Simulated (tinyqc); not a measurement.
Inside a calculation. Method: extended Hueckel theory, for CH4+. The parameters take no account of the charge, which enters only through the electron count. One step of it, computed by the program tinyqc.

Problem. Mulliken analysis. P = C n C^T; charge = valence electrons (H 1, C 4) minus the sum of (P S)_ii on the atom; overlap population = 2 sum P_ij S_ij between two atoms.

coefficients:
```
             MO1        MO2        MO3        MO4        MO5        MO6        MO7        MO8
1C 2s   0.707344   0.000000   0.000000   0.000000   0.000000   0.000000   0.000000   1.641157
1C 2px  0.000000  -0.077360  -0.078876   0.492762   0.381922   1.111041   0.051143   0.000000
1C 2py  0.000000   0.489406  -0.109477   0.059309   0.152812  -0.105979   1.161167   0.000000
1C 2pz  0.000000   0.097561   0.486636   0.093211   1.101669  -0.370471  -0.178795   0.000000
2H 1s   0.137228   0.331315   0.193925   0.419522  -0.853996  -0.331176  -0.539364  -0.725599
3H 1s   0.137228  -0.431903  -0.296485   0.221204   0.455366  -0.828470   0.485984  -0.725599
4H 1s   0.137228   0.305047  -0.336275  -0.342404   0.694499   0.441792  -0.672601  -0.725599
5H 1s   0.137228  -0.204458   0.438835  -0.298322  -0.295869   0.717854   0.725981  -0.725599
```

occupations: 2.000000  1.666667  1.666667  1.666667  0.000000  0.000000  0.000000  0.000000

overlap S, lower triangle:
```
           1C 2s     1C 2px     1C 2py     1C 2pz     2H 1s     3H 1s     4H 1s     5H 1s
1C 2s   1.000000
1C 2px  0.000000   1.000000
1C 2py  0.000000   0.000000   1.000000
1C 2pz  0.000000   0.000000   0.000000   1.000000
2H 1s   0.501422   0.286885   0.286885   0.286885  1.000000
3H 1s   0.501422   0.286885  -0.286885  -0.286885  0.154713  1.000000
4H 1s   0.501422  -0.286885   0.286885  -0.286885  0.154713  0.154713  1.000000
5H 1s   0.501422  -0.286885  -0.286885   0.286885  0.154713  0.154713  0.154713  1.000000
```

Give: charges; Overlap populations.

Solution.

charges: 1C 0.3835, 2H 0.1541, 3H 0.1541, 4H 0.1541, 5H 0.1541

Overlap populations:

| pair | value |
|---|---|
| 2-1 | 0.670338 |
| 3-1 | 0.670338 |
| 3-2 | -0.043935 |
| 4-1 | 0.670338 |
| 4-2 | -0.043935 |
| 4-3 | -0.043935 |
| 5-1 | 0.670338 |
| 5-2 | -0.043935 |
| 5-3 | -0.043935 |
| 5-4 | -0.043935 |
